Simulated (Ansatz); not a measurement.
## H2C–Cl, doublet: vertical spin and charge gaps

Geometry (PBE0/def2-TZVP stationary point for this spin, not checked as a minimum):

```json
{"atom": "C", "x (Å)": "0.0000", "y (Å)": "0.0000", "z (Å)": "1.1869"}
{"atom": "Cl", "x (Å)": "0.0000", "y (Å)": "0.0000", "z (Å)": "-0.4984"}
{"atom": "H", "x (Å)": "0.0000", "y (Å)": "0.9523", "z (Å)": "1.6928"}
{"atom": "H", "x (Å)": "0.0000", "y (Å)": "-0.9523", "z (Å)": "1.6928"}
```

Basis cc-pVTZ; Ansatz 0.2.0. Only valence electrons are correlated (noble-gas cores frozen). Prefix R: restricted or restricted open-shell reference; prefix U: unrestricted. Active spaces: valence = (13e, 10o) chosen from the atoms' valence shells.

Gaps are energies of the second state less the first, at fixed atoms, for a selection of the levels run; each method lands on the state that its own search finds for that charge and spin.

Question: PBE gives 11.552 eV for removing an electron, to the triplet. Estimate what UCCSDT(Q) gives in cc-pVTZ.

Answer: UCCSDT(Q) in cc-pVTZ gives 11.714 eV, so against it PBE is off by -0.162 eV, of which a good part can be the reference's own basis and frozen-core error.

```
                 level  gap (eV)  error (meV)
                   RHF    10.871         -843
                   UHF    10.751         -963
                  RMP2    11.838          124
                  UMP2    11.877          163
                 RCCSD    11.697          -17
                 UCCSD    11.694          -20
              RCCSD(T)    11.728           14
              UCCSD(T)    11.728           14
               BCCD(T)    11.727           13
                RCCSDT    11.714            0
                UCCSDT    11.714            0
             RCCSDT(Q)    11.716            2
CASSCF (valence space)    10.837         -877
NEVPT2 (valence space)    11.511         -203
                r2SCAN    11.612         -102
                  PBE0    11.694          -20
                 B3LYP    11.734           20
               wB97M-V    11.763           49
                B2PLYP    11.727           13
               RPA-PBE    11.876          162
```

Removing an electron, to the singlet: 8.668 eV at UCCSDT(Q).

| level | gap (eV) | error (meV) |
| --- | --- | --- |
| RHF | 8.370 | -298 |
| UHF | 8.525 | -143 |
| UMP2 | 8.733 | 65 |
| RCCSD | 8.755 | 87 |
| UCCSD(T) | 8.683 | 15 |
| RCCSDT | 8.678 | 10 |
| RCCSDT(Q) | 8.666 | -2 |
| CASSCF (valence space) | 7.487 | -1181 |
| PBE0 | 8.965 | 297 |
| wB97M-V | 8.755 | 87 |

Question: PBE gives 7.249 eV for quartet less doublet. Estimate what UCCSDT(Q) gives in cc-pVTZ.

Answer: UCCSDT(Q) in cc-pVTZ gives 7.684 eV, so against it PBE is off by -0.435 eV, of which a good part can be the reference's own basis and frozen-core error.

| level | gap (eV) | error (meV) |
| --- | --- | --- |
| UHF | 7.343 | -341 |
| RMP2 | 7.764 | 80 |
| UMP2 | 7.843 | 159 |
| RCCSD | 7.706 | 22 |
| RCCSDT | 7.687 | 3 |
| CASSCF (valence space) | 8.154 | 470 |
| NEVPT2 (valence space) | 7.760 | 76 |
| B3LYP | 7.445 | -239 |
| wB97M-V | 7.771 | 87 |

Full CI isn't at hand for all of this; UCCSDT(Q) serves as the reference, and is uncertain by the last step of the cluster series or more. The frozen core follows each run's orbitals, which can shift R against U totals by a few meV.
